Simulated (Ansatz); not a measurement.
# CH₃Cl (SMILES CCl): functionals against CCSD(T) at one geometry

An exercise on one series of results from a longer session: the logs are not shown, and one member is left open.

The runs use Ansatz 0.2.0, Gaussian basis; single points in def2-TZVPP.

Cores are frozen in the correlated methods.

## Where the work starts

SMILES `CCl`, 5 atoms, charge 0, spin multiplicity 1.

Atoms are counted from 1 here; the program's logs count them from 0.

Bond lengths: C1–Cl2 1.883 Å, C1–H3 1.173 Å, C1–H4 1.266 Å, C1–H5 1.066 Å. Angles: Cl2–C1–H3 105.7°, Cl2–C1–H4 95.9°, Cl2–C1–H5 107.2°, H3–C1–H4 113.0°, H3–C1–H5 125.5°, H4–C1–H5 105.6°.

As a file:

```xyz
5

C    -0.11980   -0.00680    0.14570
Cl    1.53480   -0.35310   -0.68270
H    -0.31140   -0.91540    0.86170
H    -0.80920   -0.05950   -0.91520
H    -0.11790    1.01890    0.43520
```

Set-up of the first run:

run/in.yaml reads:

```yaml
crystal:
  periodic: [false, false, false]
  atoms:
    - {symbol: C, position_ang: [-0.119800, -0.006800, 0.145700]}
    - {symbol: Cl, position_ang: [1.534800, -0.353100, -0.682700]}
    - {symbol: H, position_ang: [-0.311400, -0.915400, 0.861700]}
    - {symbol: H, position_ang: [-0.809200, -0.059500, -0.915200]}
    - {symbol: H, position_ang: [-0.117900, 1.018900, 0.435200]}
basis:
  gaussian: {orbitals: def2-TZVPP}
correlation: {method: ccsd_t}
output: {forces: true}
```

No record of the launch command was kept for these runs.

Steps of the session up to this table: CCSD(T)/def2-TZVPP; PBE0-D4/def2-TZVPP; wB97M-V/def2-TZVPP; r2SCAN-D4/def2-TZVPP; PBE-D4/def2-TZVPP; SPW92/def2-TZVPP; B97M-V/def2-TZVPP.

One of the session's tables, all rows but one given; the rest of the session is left out.

| method | RMS force component (eV/Å) | angle to CCSD(T) forces (°) | dipole (D) |
| --- | --- | --- | --- |
| CCSD(T) | 1.798 | reference | 2.04 |
| PBE0-D4 | 1.840 | 2.1 | 2.11 |
| wB97M-V | 1.833 | 1.4 | 2.10 |
| r2SCAN-D4 | 1.791 | 1.1 | 2.14 |
| PBE-D4 | ? | ? | ? |
| SPW92 | 1.754 | 6.3 | 2.04 |
| B97M-V | 1.832 | 2.5 | 2.08 |

**Question.** Estimate the row for PBE-D4.

The run gave: RMS force component (eV/Å): 1.715; angle to CCSD(T) forces (°): 3.4; dipole (D): 2.01. In the column «RMS force component (eV/Å)» it is the lowest.
